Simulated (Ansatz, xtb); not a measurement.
**How methods differ on AlNH4 (SMILES [H][Al]([H])[NH2])**

AlNH4: 6 atoms, total charge 0, spin state singlet. As SMILES, `[H][Al]([H])[NH2]`. The shape comes from GFN2-xTB, which is rough for such elements, and wasn't checked as a minimum.

Quantity: the vertical electron affinity (to the doublet anion), in eV. The values are calculated.

The electron affinity is E(neutral) − E(anion): positive where the electron is bound.

```csv
level,kind,program,value (eV),CPU time (all runs)
GFN2-xTB,semi-empirical,xtb,0.46,under 2 s
GFN1-xTB,semi-empirical,xtb,2.00,under 2 s
HF/STO-3G,Hartree–Fock,Ansatz,-8.25,0.21 s
SVWN5/STO-3G,LDA,Ansatz,-7.35,1.9 s
BLYP/STO-3G,GGA,Ansatz,-7.37,2.8 s
PBE/STO-3G,GGA,Ansatz,-7.24,2.8 s
revPBE/STO-3G,GGA,Ansatz,-7.23,2.6 s
r2SCAN/STO-3G,meta-GGA,Ansatz,-7.21,6.1 s
B3LYP/STO-3G,global hybrid,Ansatz,-7.26,3 s
BHLYP/STO-3G,global hybrid,Ansatz,-7.49,2.5 s
```

The values span -8.25 to 2.00 eV. The xTB values lack the empirical shift that such differences need. All rows use very small basis sets, so even the best lies far from the true value. Negative values mean that the anion is unbound at that level; they are set by how diffuse the basis is and aren't properties of the molecule. Times are those of the runs behind each value, whatever else they computed, on shared processors of several kinds: orders of magnitude only.
